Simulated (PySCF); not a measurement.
## Spin-rotation constants: `FP(F)P(F)F`, F4P2

Geometry:
```tsv
atom	x (Å)	y (Å)	z (Å)
F1	-1.492	-0.350	-1.336
P2	-0.895	-0.680	0.133
F3	-1.773	0.459	0.878
P4	0.895	0.680	-0.139
F5	1.496	0.352	1.328
F6	1.772	-0.460	-0.885
```

Method used: GIAO wB97X-D/aug-pcSseg-1 magnetisability, rotational g tensor and spin-rotation constants, non-relativistic, gas phase in PySCF 2.14.0. Geometry: GFN2-xTB.

Task: Give the nuclear spin-rotation constants along the inertial axes (H = +C I·J) beside the isotropic shieldings.

Result: Rotational constants 3.7377, 1.7660, 1.3844 GHz.
| atom | isotope | Caa (kHz) | Cbb (kHz) | Ccc (kHz) | mean (kHz) | σ (ppm) |
| --- | --- | --- | --- | --- | --- | --- |
| F1 | 19F | 4.453 | 0.983 | 1.569 | 2.335 | 303.5 |
| P2 | 31P | 9.314 | 4.260 | 2.495 | 5.356 | 52.5 |
| F3 | 19F | 4.474 | 0.980 | 1.569 | 2.341 | 303.3 |
| P4 | 31P | 9.322 | 4.259 | 2.492 | 5.358 | 52.5 |
| F5 | 19F | 4.464 | 0.981 | 1.572 | 2.339 | 303.3 |
| F6 | 19F | 4.447 | 0.984 | 1.572 | 2.335 | 303.4 |

For the geometry as given, no vibrational averaging.
